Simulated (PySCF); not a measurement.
(chloromethyl)cyclopropane, C4H7Cl.
Bonds: Cl1–C2, C2–C3, C3–C4, C4–C5, C3–C5. Hydrogens: H6, H7 on C2; H8 on C3; H9, H10 on C4; H11, H12 on C5.

Definitions: NICS(0) = −σiso at the ring centroid; NICS(1) = −σiso and NICS(1)zz = −σzz at ±1 Å along the ring normal z. Level: GIAO PBE0/pcSseg-1 (PySCF, non-relativistic, gas phase) on the GFN2-xTB geometry, one conformer.

Ring bond lengths (Å), with Mayer bond orders in brackets: C3–C4 1.502 (0.94), C4–C5 1.496 (0.97), C5–C3 1.500 (0.94).

Task: Give the NICS values of each ring in ppm.

Result: 
```tsv
ring	type	NICS(0)	NICS(1), two faces	NICS(1)zz, two faces	rms pucker (Å)	centre to ring atoms, mean (Å)
C3–C4–C5	3-membered carbocycle; formal bonds all single	-43.5	-8.6 / -8.7	-21.0 / -23.6	0.00	0.87
```

Task: What can be read from them?

Result: 
- C3–C4–C5: mean NICS(1)zz -22.3 ppm, shielded. C3, C4, C5 have four or more neighbours, so the value isn't read as a sign of a π ring current. NICS(0) lies 35 ppm below the mean NICS(1).

Task: What is the mean of the two in-plane components of NICS at the second NICS(1) probe listed for ring C3–C4–C5, 1 Å off the ring?

Result: The isotropic value is a third of the trace: (3 × -8.7 − (-23.6))/2 = -1.2 ppm.

Task: What are the shieldings of the ring atoms and their hydrogens in the same run (means over atoms taken as equivalent)?

Result: 
```
   atoms                 environment  σ isotropic (ppm)  principal values of the symmetric part, first atom (ppm)
      C3  three-membered-ring carbon              169.3                                       133.7, 160.8, 213.3
 C4 (×2)  three-membered-ring carbon              178.9                                       152.9, 175.8, 207.4
      H8            methine hydrogen              30.60                                          24.0, 28.8, 39.1
 H9 (×2)          methylene hydrogen              31.45                                          25.7, 28.9, 39.9
H10 (×2)          methylene hydrogen              31.06                                          25.3, 26.6, 41.4
```

Conformer computed: `[Cl:1][CH2:2][CH:3]1[CH2:4][CH2:5]1`: Cl1–C2–C3–C4 151°.
